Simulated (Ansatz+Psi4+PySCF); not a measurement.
Values are calculated unless marked as measured or tabulated.
```xyz
2

N     0.0000    0.0000    0.5650
N     0.0000    0.0000   -0.5650
```

Basis set: cc-pVTZ (spherical functions). Left uncorrelated: 2 orbitals. Charge 0, multiplicity 1.

Starred EOM-CCSD(T)(a) on the restricted Hartree–Fock determinant with PySCF 2.14.0; the energies are vertical.

The solver was asked for the few lowest roots only. Give the ionization energies of singlet N₂ among them whose weight of singles is over 0.7.

```tsv
root	energy (eV)	weight of singles
1	15.38	0.95
2	16.52	0.97
3	16.52	0.97
```

Higher main lines weren't sought.
